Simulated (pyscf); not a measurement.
H₃C–Si(OH)(OH)–O–Si(CH₃)(OH)–OH + H₂O → H₃C–Si(OH)(OH)–OH + H₃C–Si(OH)(OH)–OH, a four-centre exchange (singlet surface; O–Si, H–O broken, O–Si, H–O formed). Single points on ωB97X-D3(BJ)/def2-SVP structures (PySCF, gas phase). Energies in eV from the separated reactants.

Small-basis levels: PySCF, no dispersion term, spherical d functions. AM1 to PM7: differences of heats of formation from MOPAC, which are fitted to 298 K values and so differ in kind from electronic energies by zero-point and thermal terms. GFN2-xTB: tblite. Cost: rough CPU time at the saddle relative to B3LYP/6-31G*, from one job on a shared machine.

```json
[
 {"level": "HF/STO-3G", "barrier": "0.60", "reaction energy": "+0.24", "cost": "0.03"},
 {"level": "HF/6-31G*", "barrier": "1.68", "reaction energy": "+0.21", "cost": "0.1"},
 {"level": "BP86/6-31G*", "barrier": "0.69", "reaction energy": "+0.18", "cost": "2"},
 {"level": "B3LYP/LANL2DZ", "barrier": "0.32", "reaction energy": "+0.20", "cost": "0.6"},
 {"level": "B3LYP/6-31G*", "barrier": "0.92", "reaction energy": "+0.19", "cost": "1"},
 {"level": "M06-2X/6-31G*", "barrier": "0.71", "reaction energy": "+0.30", "cost": "3"},
 {"level": "B3LYP/6-311+G**", "barrier": "1.18", "reaction energy": "+0.21", "cost": "2"},
 {"level": "B3LYP/def2-SVP", "barrier": "0.75", "reaction energy": "+0.20", "cost": "1"},
 {"level": "GFN2-xTB", "barrier": "1.23", "reaction energy": "+0.22", "cost": "under 0.02"},
 {"level": "AM1", "barrier": "0.66", "reaction energy": "+0.11", "cost": "under 0.02"},
 {"level": "PM3", "barrier": "1.42", "reaction energy": "+0.16", "cost": "under 0.02"},
 {"level": "PM7", "barrier": "1.84", "reaction energy": "+0.45", "cost": "under 0.02"},
 {"level": "ωB97M-D3(BJ)/def2-TZVP", "barrier": "1.05", "reaction energy": "+0.24", "cost": "–"}
]
```

Against the last row the barrier runs from -0.73 (B3LYP/LANL2DZ) to +0.79 eV (PM7). ωB97M-D3(BJ)/def2-TZVP has limits of its own. On the reactant side the descent ends in a bound adduct (not fully relaxed), 0.41 eV under the separated species and 1.49 eV under the saddle at ωB97X-D3(BJ)/def2-TZVP. On the product side the descent ends in a complex (not fully relaxed), 0.31 eV under the separated species and 1.07 eV under the saddle at ωB97X-D3(BJ)/def2-TZVP. This is the saddle that the search found; another between the same sides may lie lower.
